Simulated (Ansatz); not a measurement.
**Si2+ (quartet): the correlation ladder at distance Si1–Si2 = 2.273 Å, cc-pVDZ**

How much of the correlation energy of Si2+ (quartet) does each wave-function method recover here?

Program: Ansatz 0.2.0, Gaussian basis. Level of theory: cc-pVDZ, core rule «outside noble gas», up to 10 orbitals frozen. These are calculated values, not measurements.

The runs, in order: UHF; CCSD(T) on ROHF; CCSD(T) on UHF; BCCD(T) on ROHF; CISD; CCSDT(Q) on ROHF; CCSDT(Q) on UHF; CISDTQ; CASSCF and MRCISD+Q, 5 electrons in 5 orbitals; CASSCF and NEVPT2, 5 electrons in 5 orbitals; CASSCF and MRCISD+Q, 7 electrons in 8 orbitals; CASSCF and NEVPT2, 7 electrons in 8 orbitals; Full CI.

22 further runs of the same task are left out: 17 that didn't finish, 5 set aside as unsound or not needed.

## Step 1: The system

The geometry derives from a PBE0/def2-TZVP stationary point (not a proven minimum). One bond is set to the value named and the two fragments are kept rigid.

2 atoms, charge 1, spin multiplicity 4.

Atoms are counted from 1 here; the program's logs count them from 0.

Bond lengths: Si1–Si2 2.273 Å.

## Step 2: UHF

The input, in.yaml:

```yaml
crystal:
  periodic: [false, false, false]
  atoms:
    - {symbol: Si, position_ang: [0.000000, 0.000000, 0.000000]}
    - {symbol: Si, position_ang: [0.000000, 0.000000, 2.272600]}
basis:
  gaussian: {orbitals: cc-pVDZ}
total_charge: 1
magnetization: {spin_polarized: true, initial_magnetization: 3}
hamiltonian: {xc: hf}
output: {orbitals: {seedname: orbitals}}
```

Started as:

```
ansatz run in.yaml --threads 1 --pin off --events-out ev --progress --plain --max-ram 2393MiB
```

The runs that follow: CCSD(T) on ROHF; CCSD(T) on UHF; BCCD(T) on ROHF; CISD; CCSDT(Q) on ROHF; CCSDT(Q) on UHF; CISDTQ; CASSCF and MRCISD+Q, 5 electrons in 5 orbitals; CASSCF and NEVPT2, 5 electrons in 5 orbitals; CASSCF and MRCISD+Q, 7 electrons in 8 orbitals; CASSCF and NEVPT2, 7 electrons in 8 orbitals; Full CI.

Before running them: what should the planned runs give, taken together? Wanted: FCI below the RHF energy; RMP2 from FCI; UMP2 from FCI; RCCSD from FCI; RCCSD(T) from FCI; UCCSD(T) from FCI; RCCSDT(Q) from FCI; UCCSDT(Q) from FCI; NEVPT2 pair from FCI.

As calculated:

```
                         quantity                                                           value
         FCI below the RHF energy                                                      -4.2930 eV
                    RMP2 from FCI                                                     +1073.6 meV
                    UMP2 from FCI                                                     +1112.2 meV
                   RCCSD from FCI                                                      +286.0 meV
                RCCSD(T) from FCI                                                       +72.2 meV
                UCCSD(T) from FCI                                                       +71.3 meV
               RCCSDT(Q) from FCI                                                        +3.5 meV
               UCCSDT(Q) from FCI                                                        +2.8 meV
             NEVPT2 pair from FCI                                                     +1037.3 meV
           MRCISD+Q pair from FCI                                                       +55.1 meV
          NEVPT2 valence from FCI                                                      +579.6 meV
levels within 1 kcal/mol (43 meV)  RCCSDT, UCCSDT, CISDTQ, RCCSDT(Q), UCCSDT(Q), MRCISD+Q valence
                    T1 diagnostic                                                           0.022
   effectively unpaired electrons                                                            3.11
```

In words: RCCSD(T) lands +72.2 meV from the yardstick (1.7 % of the correlation energy). MRCISD+Q valence falls below full CI: the +Q correction isn't variational, and the cores differ from full CI's. One determinant dominates. Of the multireference levels listed MRCISD+Q valence comes nearest in total energy (-21.2 meV), which doesn't show that its space is the better one. These misses are within one basis, not against nature; the frozen cores of restricted and unrestricted runs differ, which can shift their rows.
